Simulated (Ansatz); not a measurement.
Geometry optimisation of C$_{4}$H$_{6}$S, SMILES `CC1=CSC1`.

```yaml
crystal:
  periodic: [false, false, false]
  atoms:
    - {symbol: C, position_ang: [-1.356776, 0.460486, 0.370324]}
    - {symbol: C, position_ang: [0.031036, -0.057512, 0.156666]}
    - {symbol: C, position_ang: [0.944827, -0.650960, 0.970076]}
    - {symbol: S, position_ang: [2.260924, -0.880137, -0.216053]}
    - {symbol: C, position_ang: [0.844947, -0.055164, -1.117085]}
    - {symbol: H, position_ang: [-1.387982, 1.269252, 1.131371]}
    - {symbol: H, position_ang: [-2.051145, -0.335676, 0.714309]}
    - {symbol: H, position_ang: [-1.772227, 0.876266, -0.569037]}
    - {symbol: H, position_ang: [0.954538, -0.936682, 2.032531]}
    - {symbol: H, position_ang: [1.135905, 0.942075, -1.508638]}
    - {symbol: H, position_ang: [0.461353, -0.688947, -1.943865]}
basis:
  gaussian: {orbitals: def2-TZVP}
hamiltonian: {xc: pbe0, dispersion: d4}
relax: {f_tol: 0.005, max_steps: 150}
```

```sh
$ ansatz run in.yaml --threads 4 --pin off --events-out ev --progress --plain --max-ram 10444MiB
```

Output, abridged:

```
Functional definition: PBE0
mean field -15072.87601636 eV, -553.9179768389 hartree, gradient 2.1e-5 eV, S^2 0.000000; 0 other end points of the search recorded, 0 dependent functions left out
relax step   1: F+E_penalty+E_count = -15073.08033767 eV  Δ(F+E_penalty+E_count) = +0.000e0 eV  max|allowed force component| = 8.459e-1 eV/Å  Δτ_max = 0.0000 Å  (31 SCF iters, accepted)
mean field -15072.93166366 eV, -553.9200218396 hartree, gradient 1.9e-5 eV, S^2 0.000000; 0 other end points of the search recorded, 0 dependent functions left out
relax step   2: F+E_penalty+E_count = -15073.13617605 eV  Δ(F+E_penalty+E_count) = -5.584e-2 eV  max|allowed force component| = 3.889e-1 eV/Å  Δτ_max = 0.0257 Å  (34 SCF iters, accepted)
mean field -15072.93848871 eV, -553.9202726554 hartree, gradient 1.8e-5 eV, S^2 0.000000; 0 other end points of the search recorded, 0 dependent functions left out
relax step   3: F+E_penalty+E_count = -15073.14296174 eV  Δ(F+E_penalty+E_count) = -6.786e-3 eV  max|allowed force component| = 7.508e-2 eV/Å  Δτ_max = 0.0112 Å  (33 SCF iters, accepted)
mean field -15072.93871924 eV, -553.9202811272 hartree, gradient 1.8e-5 eV, S^2 0.000000; 0 other end points of the search recorded, 0 dependent functions left out
relax step   4: F+E_penalty+E_count = -15073.14314743 eV  Δ(F+E_penalty+E_count) = -1.857e-4 eV  max|allowed force component| = 2.454e-2 eV/Å  Δτ_max = 0.0020 Å  (34 SCF iters, accepted)
mean field -15072.93874432 eV, -553.9202820490 hartree, gradient 1.8e-5 eV, S^2 0.000000; 0 other end points of the search recorded, 0 dependent functions left out
relax step   5: F+E_penalty+E_count = -15073.14316900 eV  Δ(F+E_penalty+E_count) = -2.157e-5 eV  max|allowed force component| = 6.863e-3 eV/Å  Δτ_max = 0.0019 Å  (33 SCF iters, accepted)
mean field -15072.93875082 eV, -553.9202822878 hartree, gradient 1.8e-5 eV, S^2 0.000000; 0 other end points of the search recorded, 0 dependent functions left out
relax step   6: F+E_penalty+E_count = -15073.14317807 eV  Δ(F+E_penalty+E_count) = -9.070e-6 eV  max|allowed force component| = 6.321e-3 eV/Å  Δτ_max = 0.0016 Å  (33 SCF iters, accepted)
mean field -15072.93876168 eV, -553.9202826868 hartree, gradient 1.8e-5 eV, S^2 0.000000; 0 other end points of the search recorded, 0 dependent functions left out
relax step   7: F+E_penalty+E_count = -15073.14319153 eV  Δ(F+E_penalty+E_count) = -1.346e-5 eV  max|allowed force component| = 8.789e-3 eV/Å  Δτ_max = 0.0033 Å  (33 SCF iters, accepted)
mean field -15072.93877960 eV, -553.9202833456 hartree, gradient 1.8e-5 eV, S^2 0.000000; 0 other end points of the search recorded, 0 dependent functions left out
relax step   8: F+E_penalty+E_count = -15073.14321044 eV  Δ(F+E_penalty+E_count) = -1.890e-5 eV  max|allowed force component| = 1.028e-2 eV/Å  Δτ_max = 0.0035 Å  (33 SCF iters, accepted)
mean field -15072.93880806 eV, -553.9202843914 hartree, gradient 1.8e-5 eV, S^2 0.000000; 0 other end points of the search recorded, 0 dependent functions left out
relax step   9: F+E_penalty+E_count = -15073.14323973 eV  Δ(F+E_penalty+E_count) = -2.929e-5 eV  max|allowed force component| = 1.244e-2 eV/Å  Δτ_max = 0.0043 Å  (33 SCF iters, accepted)
mean field -15072.93885291 eV, -553.9202860396 hartree, gradient 1.8e-5 eV, S^2 0.000000; 0 other end points of the search recorded, 0 dependent functions left out
relax step  10: F+E_penalty+E_count = -15073.14328548 eV  Δ(F+E_penalty+E_count) = -4.575e-5 eV  max|allowed force component| = 1.529e-2 eV/Å  Δτ_max = 0.0054 Å  (33 SCF iters, accepted)
mean field -15072.93892329 eV, -553.9202886259 hartree, gradient 1.8e-5 eV, S^2 0.000000; 0 other end points of the search recorded, 0 dependent functions left out
relax step  11: F+E_penalty+E_count = -15073.14335692 eV  Δ(F+E_penalty+E_count) = -7.145e-5 eV  max|allowed force component| = 1.893e-2 eV/Å  Δτ_max = 0.0067 Å  (33 SCF iters, accepted)
mean field -15072.93903337 eV, -553.9202926715 hartree, gradient 1.8e-5 eV, S^2 0.000000; 0 other end points of the search recorded, 0 dependent functions left out
relax step  12: F+E_penalty+E_count = -15073.14346832 eV  Δ(F+E_penalty+E_count) = -1.114e-4 eV  max|allowed force component| = 2.346e-2 eV/Å  Δτ_max = 0.0083 Å  (33 SCF iters, accepted)
mean field -15072.93920466 eV, -553.9202989660 hartree, gradient 1.8e-5 eV, S^2 0.000000; 0 other end points of the search recorded, 0 dependent functions left out
relax step  13: F+E_penalty+E_count = -15073.14364121 eV  Δ(F+E_penalty+E_count) = -1.729e-4 eV  max|allowed force component| = 2.902e-2 eV/Å  Δτ_max = 0.0103 Å  (33 SCF iters, accepted)
mean field -15072.93946924 eV, -553.9203086894 hartree, gradient 1.8e-5 eV, S^2 0.000000; 0 other end points of the search recorded, 0 dependent functions left out
relax step  14: F+E_penalty+E_count = -15073.14390776 eV  Δ(F+E_penalty+E_count) = -2.666e-4 eV  max|allowed force component| = 3.570e-2 eV/Å  Δτ_max = 0.0128 Å  (33 SCF iters, accepted)
mean field -15072.93987356 eV, -553.9203235478 hartree, gradient 1.9e-5 eV, S^2 0.000000; 0 other end points of the search recorded, 0 dependent functions left out
relax step  15: F+E_penalty+E_count = -15073.14431443 eV  Δ(F+E_penalty+E_count) = -4.067e-4 eV  max|allowed force component| = 4.353e-2 eV/Å  Δτ_max = 0.0157 Å  (32 SCF iters, accepted)
mean field -15072.94048176 eV, -553.9203458987 hartree, gradient 1.9e-5 eV, S^2 0.000000; 0 other end points of the search recorded, 0 dependent functions left out
relax step  16: F+E_penalty+E_count = -15073.14492539 eV  Δ(F+E_penalty+E_count) = -6.110e-4 eV  max|allowed force component| = 5.234e-2 eV/Å  Δτ_max = 0.0191 Å  (32 SCF iters, accepted)
mean field -15072.94137683 eV, -553.9203787917 hartree, gradient 1.9e-5 eV, S^2 0.000000; 0 other end points of the search recorded, 0 dependent functions left out
relax step  17: F+E_penalty+E_count = -15073.14582356 eV  Δ(F+E_penalty+E_count) = -8.982e-4 eV  max|allowed force component| = 6.172e-2 eV/Å  Δτ_max = 0.0228 Å  (32 SCF iters, accepted)
mean field -15072.94265674 eV, -553.9204258278 hartree, gradient 1.9e-5 eV, S^2 0.000000; 0 other end points of the search recorded, 0 dependent functions left out
relax step  18: F+E_penalty+E_count = -15073.14710687 eV  Δ(F+E_penalty+E_count) = -1.283e-3 eV  max|allowed force component| = 7.123e-2 eV/Å  Δτ_max = 0.0268 Å  (32 SCF iters, accepted)
mean field -15072.94442356 eV, -553.9204907573 hartree, gradient 1.9e-5 eV, S^2 0.000000; 0 other end points of the search recorded, 0 dependent functions left out
relax step  19: F+E_penalty+E_count = -15073.14887737 eV  Δ(F+E_penalty+E_count) = -1.771e-3 eV  max|allowed force component| = 8.197e-2 eV/Å  Δτ_max = 0.0307 Å  (31 SCF iters, accepted)
mean field -15072.94676610 eV, -553.9205768439 hartree, gradient 1.9e-5 eV, S^2 0.000000; 0 other end points of the search recorded, 0 dependent functions left out
relax step  20: F+E_penalty+E_count = -15073.15122409 eV  Δ(F+E_penalty+E_count) = -2.347e-3 eV  max|allowed force component| = 9.169e-2 eV/Å  Δτ_max = 0.0344 Å  (31 SCF iters, accepted)
mean field -15072.94974073 eV, -553.9206861595 hartree, gradient 1.9e-5 eV, S^2 0.000000; 0 other end points of the search recorded, 0 dependent functions left out
relax step  21: F+E_penalty+E_count = -15073.15420391 eV  Δ(F+E_penalty+E_count) = -2.980e-3 eV  max|allowed force component| = 9.944e-2 eV/Å  Δτ_max = 0.0376 Å  (30 SCF iters, accepted)
mean field -15072.95158131 eV, -553.9207537995 hartree, gradient 1.1e-5 eV, S^2 0.000000; 0 other end points of the search recorded, 0 dependent functions left out
relax step  22: F+E_penalty+E_count = -15073.15602428 eV  Δ(F+E_penalty+E_count) = -1.820e-3 eV  max|allowed force component| = 5.693e-1 eV/Å  Δτ_max = 0.1950 Å  (33 SCF iters, accepted)
mean field -15072.98971670 eV, -553.9221552493 hartree, gradient 1.2e-5 eV, S^2 0.000000; 0 other end points of the search recorded, 0 dependent functions left out
relax step  23: F+E_penalty+E_count = -15073.19433348 eV  Δ(F+E_penalty+E_count) = -3.831e-2 eV  max|allowed force component| = 1.442e-1 eV/Å  Δτ_max = 0.2000 Å  (31 SCF iters, accepted)
mean field -15072.97471651 eV, -553.9216040024 hartree, gradient 1.2e-5 eV, S^2 0.000000; 0 other end points of the search recorded, 0 dependent functions left out
relax step  24: F+E_penalty+E_count = -15073.17970362 eV  Δ(F+E_penalty+E_count) = +1.463e-2 eV  max|allowed force component| = 1.265e0 eV/Å  Δτ_max = 0.2000 Å  (32 SCF iters, rejected (line search))
mean field -15072.99707090 eV, -553.9224255114 hartree, gradient 2.0e-5 eV, S^2 0.000000; 0 other end points of the search recorded, 0 dependent functions left out
relax step  25: F+E_penalty+E_count = -15073.20171853 eV  Δ(F+E_penalty+E_count) = -7.385e-3 eV  max|allowed force component| = 1.276e-1 eV/Å  Δτ_max = 0.0999 Å  (31 SCF iters, accepted)
mean field -15072.99116505 eV, -553.9222084752 hartree, gradient 2.2e-5 eV, S^2 0.000000; 0 other end points of the search recorded, 0 dependent functions left out
relax step  26: F+E_penalty+E_count = -15073.19581592 eV  Δ(F+E_penalty+E_count) = +5.903e-3 eV  max|allowed force component| = 8.769e-1 eV/Å  Δτ_max = 0.1000 Å  (32 SCF iters, rejected (line search))
mean field -15072.99967081 eV, -553.9225210561 hartree, gradient 1.9e-5 eV, S^2 0.000000; 0 other end points of the search recorded, 0 dependent functions left out
relax step  27: F+E_penalty+E_count = -15073.20431773 eV  Δ(F+E_penalty+E_count) = -2.599e-3 eV  max|allowed force component| = 3.731e-2 eV/Å  Δτ_max = 0.0500 Å  (32 SCF iters, accepted)
mean field -15073.00099104 eV, -553.9225695735 hartree, gradient 1.9e-5 eV, S^2 0.000000; 0 other end points of the search recorded, 0 dependent functions left out
relax step  28: F+E_penalty+E_count = -15073.20563908 eV  Δ(F+E_penalty+E_count) = -1.321e-3 eV  max|allowed force component| = 1.097e-1 eV/Å  Δτ_max = 0.0500 Å  (32 SCF iters, accepted)
mean field -15073.00088297 eV, -553.9225656024 hartree, gradient 2.0e-5 eV, S^2 0.000000; 0 other end points of the search recorded, 0 dependent functions left out
relax step  29: F+E_penalty+E_count = -15073.20552047 eV  Δ(F+E_penalty+E_count) = +1.186e-4 eV  max|allowed force component| = 1.240e-1 eV/Å  Δτ_max = 0.0564 Å  (31 SCF iters, rejected (line search))
mean field -15073.00152704 eV, -553.9225892715 hartree, gradient 2.0e-5 eV, S^2 0.000000; 0 other end points of the search recorded, 0 dependent functions left out
relax step  30: F+E_penalty+E_count = -15073.20617273 eV  Δ(F+E_penalty+E_count) = -5.337e-4 eV  max|allowed force component| = 2.320e-2 eV/Å  Δτ_max = 0.0275 Å  (32 SCF iters, accepted)
mean field -15073.00104787 eV, -553.9225716621 hartree, gradient 2.0e-5 eV, S^2 0.000000; 0 other end points of the search recorded, 0 dependent functions left out
relax step  31: F+E_penalty+E_count = -15073.20569439 eV  Δ(F+E_penalty+E_count) = +4.783e-4 eV  max|allowed force component| = 1.100e-1 eV/Å  Δτ_max = 0.0366 Å  (31 SCF iters, rejected (line search))
mean field -15073.00167371 eV, -553.9225946614 hartree, gradient 2.0e-5 eV, S^2 0.000000; 0 other end points of the search recorded, 0 dependent functions left out
relax step  32: F+E_penalty+E_count = -15073.20632732 eV  Δ(F+E_penalty+E_count) = -1.546e-4 eV  max|allowed force component| = 2.184e-2 eV/Å  Δτ_max = 0.0183 Å  (32 SCF iters, accepted)
mean field -15073.00173820 eV, -553.9225970313 hartree, gradient 2.0e-5 eV, S^2 0.000000; 0 other end points of the search recorded, 0 dependent functions left out
relax step  33: F+E_penalty+E_count = -15073.20639165 eV  Δ(F+E_penalty+E_count) = -6.433e-5 eV  max|allowed force component| = 8.919e-3 eV/Å  Δτ_max = 0.0102 Å  (33 SCF iters, accepted)
mean field -15073.00175164 eV, -553.9225975253 hartree, gradient 2.0e-5 eV, S^2 0.000000; 0 other end points of the search recorded, 0 dependent functions left out
relax step  34: F+E_penalty+E_count = -15073.20640081 eV  Δ(F+E_penalty+E_count) = -9.164e-6 eV  max|allowed force component| = 1.837e-3 eV/Å  Δτ_max = 0.0021 Å  (33 SCF iters, accepted)
mean field -15073.00175164 eV, -553.9225975253 hartree, gradient 2.0e-5 eV, S^2 0.000000; 1 other end points of the search recorded, 0 dependent functions left out
Total energy: -15073.20643056 eV, -553.9301193368 hartree
Atom 0 at    -1.344698     0.442973     0.364229 Å, force     0.001523     0.000112    -0.001082 eV/Å
Atom 1 at     0.021824    -0.083297     0.143699 Å, force    -0.001837     0.000589     0.001292 eV/Å
Atom 2 at     0.839820    -0.834938     0.888239 Å, force    -0.000272     0.000334    -0.000244 eV/Å
Atom 3 at     2.205702    -0.914130    -0.228306 Å, force     0.000563    -0.000382     0.000115 eV/Å
Atom 4 at     0.909279     0.100521    -1.054236 Å, force     0.001408    -0.000395    -0.001221 eV/Å
Atom 5 at    -1.362706     1.537178     0.323988 Å, force    -0.000253     0.000613     0.000764 eV/Å
Atom 6 at    -1.727152     0.134335     1.338836 Å, force    -0.000589     0.000144     0.000123 eV/Å
Atom 7 at    -2.039673     0.083729    -0.402033 Å, force    -0.000881    -0.000925     0.000254 eV/Å
Atom 8 at     0.756896    -1.285041     1.868974 Å, force     0.000442     0.000144    -0.000769 eV/Å
Atom 9 at     1.247517     1.121221    -1.242750 Å, force    -0.000399    -0.001021     0.000238 eV/Å
Atom 10 at     0.558590    -0.359548    -1.980041 Å, force     0.000295     0.000788     0.000530 eV/Å
Dipole moment:    -0.366218     0.178108    -0.015425 e Å
```

Run time 41 s (4 threads of an AMD EPYC 9R45 on a shared host); peak host memory 0.52 GiB.
